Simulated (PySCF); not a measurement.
Thioformaldehyde, CH₂S, SMILES C=S, point group C2v.

Level: B3LYP/pcSseg-2 in PySCF (density fitting, grid level 2); geometry and Hessian at that level, cubic constants and property derivatives from steps of ±0.6 along each species' dimensionless normal coordinates, second-order vibrational perturbation theory. The parent has the commonest isotopes.

Equilibrium geometry (Å):

```json
{"atom": "C1", "x": "-0.0976", "y": "0.0113", "z": "0.1815"}
{"atom": "S2", "x": "1.4494", "y": "-0.0827", "z": "-0.2448"}
{"atom": "H3", "x": "-0.6590", "y": "0.9407", "z": "0.1249"}
{"atom": "H4", "x": "-0.6519", "y": "-0.8503", "z": "0.5456"}
```

Task: Give the equilibrium and ground-state rotational constants (MHz) of parent; ¹³C at 1; ³³S at 2; ³³S at 2, ²H at 3; ²H at 3; ²H at 3, ²H at 4; ¹³C at 1, ²H at 3.

Result: 
| species | Ae | Be | Ce | A0 | B0 | C0 | Δ0 (u Å²) | harmonic ZPE (cm⁻¹) |
| --- | --- | --- | --- | --- | --- | --- | --- | --- |
| parent | 296310 | 17773 | 16768 | 294430 | 17708 | 16667 | 0.067 | 5414 |
| ¹³C at 1 | 296310 | 17070 | 16140 | 294450 | 17009 | 16046 | 0.067 | 5381 |
| ³³S at 2 | 296310 | 17612 | 16624 | 294430 | 17548 | 16525 | 0.067 | 5411 |
| ³³S at 2, ²H at 3 | 205510 | 16011 | 14854 | 204490 | 15953 | 14764 | 0.081 | 4784 |
| ²H at 3 | 205520 | 16163 | 14985 | 204500 | 16105 | 14894 | 0.081 | 4787 |
| ²H at 3, ²H at 4 | 148270 | 14942 | 13574 | 147560 | 14889 | 13492 | 0.092 | 4150 |
| ¹³C at 1, ²H at 3 | 205070 | 15618 | 14513 | 204070 | 15564 | 14428 | 0.081 | 4751 |

Δ0 = Ic − Ia − Ib from the ground-state constants.

Task: How is the parent's vibrational correction B0 − Be made up?

Result: 
```csv
axis,harmonic,Coriolis,cubic,total (MHz)
a,4120,-708,-5290,-1870
b,53.2,-1.34,-117,-65.4
c,24.6,-4.11,-121,-101
```

Task: And its quartic centrifugal distortion constants from the harmonic force field?

Result: Asymmetric top, A reduction, Ir representation: ΔJ = 18.7 kHz, ΔJK = 518 kHz, ΔK = 22900 kHz, δJ = 1.11 kHz, δK = 329 kHz.
